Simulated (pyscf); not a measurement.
## Four-centre exchange: `[NH2][B]([Cl])[Cl]` + `[OH2]` → `[NH2][B]([OH])[Cl]` + `[ClH]`

Gas phase, singlet surface, charge 0. Bonds broken: B2–Cl3, O7–H8. Bonds formed: B2–O7, Cl3–H8. Optimised with ωB97X-D3(BJ)/def2-SVP in PySCF.

Transition state (Å):

```xyz
9

N      0.4594    -0.3724    -0.2264
B     -0.6828     0.0059     0.4940
Cl    -0.3393    -0.1632     2.7892
Cl    -2.2698    -0.7429     0.1894
H      1.3432     0.0926    -0.0566
H      0.5619    -1.3341    -0.5257
O     -0.7701     1.4914     0.8341
H     -0.6108     1.2337     1.9004
H     -1.6839     1.7970     0.7149
```

One imaginary mode, 636i cm⁻¹; descent along it reached the two sides named, in the forms told below.

```tsv
bond	change	reactant side (Å)	saddle	product side
B2–Cl3	breaks	1.776	2.327	3.8
O7–H8	breaks	0.966	1.109	1.879
B2–O7	forms	2.9	1.526	1.379
Cl3–H8	forms	2.7	1.678	1.300
```

Electronic energies relative to the separated reactants (eV):

| level | barrier | reaction energy | reverse barrier |
|---|---|---|---|
| ωB97X-D3(BJ)/def2-TZVP | 0.68 | -0.39 | 1.06 |
| PBE/def2-TZVP | 0.53 | -0.39 | 0.92 |
| r²SCAN/def2-TZVP | 0.51 | -0.43 | 0.95 |
| B3LYP-D3(BJ)/def2-TZVP | 0.63 | -0.44 | 1.07 |
| PBE0-D3(BJ)/def2-TZVP | 0.54 | -0.40 | 0.94 |
| M06-2X/def2-TZVP | 0.58 | -0.47 | 1.06 |
| ωB97M-D3(BJ)/def2-TZVP | 0.63 | -0.44 | 1.08 |
| HF/def2-TZVP | 1.22 | -0.57 | 1.78 |

With ωB97M-D3(BJ)/def2-TZVP energies and thermal terms (ideal gas, 1 atm, RRHO with modes under 100 cm⁻¹ raised to 100, one conformer, R ln 2 for rigid chiral ones), in eV:

```json
[
 {"T (K)": "298", "ΔH‡": "0.59", "ΔG‡": "1.05", "ΔH": "-0.48", "ΔG": "-0.48"},
 {"T (K)": "600", "ΔH‡": "0.59", "ΔG‡": "1.53", "ΔH": "-0.47", "ΔG": "-0.47"},
 {"T (K)": "900", "ΔH‡": "0.61", "ΔG‡": "2.00", "ΔH": "-0.46", "ΔG": "-0.47"},
 {"T (K)": "1200", "ΔH‡": "0.64", "ΔG‡": "2.46", "ΔH": "-0.44", "ΔG": "-0.48"}
]
```

On the product side the descent ends in a complex, 0.26 eV under the separated species and 1.32 eV under the saddle at ωB97X-D3(BJ)/def2-TZVP. The reactants may also form a dative adduct at H₂N–B(Cl)–Cl; it and routes through it were not searched. This is the saddle that the search found; another between the same sides may lie lower.
